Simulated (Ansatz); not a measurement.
```yaml
crystal:
  periodic: [false, false, false]
  atoms:
    - {symbol: Mg, position_ang: [-0.504547, 1.793370, 0.025904]}
    - {symbol: Mg, position_ang: [0.352215, -0.770849, -0.654376]}
    - {symbol: Mg, position_ang: [-0.771302, 0.241364, 2.625889]}
    - {symbol: H, position_ang: [-1.218763, 0.193614, -0.756010]}
    - {symbol: H, position_ang: [0.825763, -2.419276, -1.034322]}
    - {symbol: H, position_ang: [1.179571, 0.839264, -0.121065]}
basis:
  gaussian: {orbitals: STO-3G, final_grid: {core_spheres: 5, valence_spheres: 4, degree: 11}, point_charges: [{charge: 0.50, position_ang: [5.852, 0.147, 0.764]}]}
magnetization: {spin_polarized: true, initial_magnetization: 1}
hamiltonian: {xc: {name: B2PLYP}}
accuracy: high
```

```sh
$ ansatz run in.yaml --threads 4 --pin off --events-out ev --progress --plain --max-ram 3916MiB
```

Shortened log:

```
Functional definition: B2PLYP
542 factors; integrals over basis functions are off by at most 1.7e-8 eV
mean field evaluation 1: about -16157.9379 eV, gradient 1.2e1 eV
mean field evaluation 2: about -16158.1944 eV, gradient 1.3e1 eV
mean field evaluation 4: about -16159.9379 eV, gradient 9.2e-1 eV
mean field evaluation 8: about -16159.9628 eV, gradient 5.9e-2 eV
mean field evaluation 16: about -16159.9630 eV, gradient 2.6e-4 eV
mean field -16159.96303114 eV, -593.8676877782 hartree, gradient 5.9e-8 eV, S^2 0.753502; 0 other end points of the search recorded, 0 dependent functions left out
3 core orbitals not correlated: weight in the atoms' cores, before any rotation towards them, 1.000 or more for the frozen orbitals, at most 0.000 for the correlated occupied ones
reference -16159.96304025 eV, -593.8676881128 hartree; 17, 16 occupied and 10, 11 virtual orbitals, 542 factors
second order -3.91928756 eV of doubles, -0.00000000 eV of singles
Total energy: -16161.02124789 eV, -593.9065765263 hartree
```

It took 0.3 s on 4 threads of Arm Neoverse V2 on a shared host.

Correlated methods freeze 3 core orbitals; core or outer-core shells of Mg are correlated, in sets that lack core-valence functions.
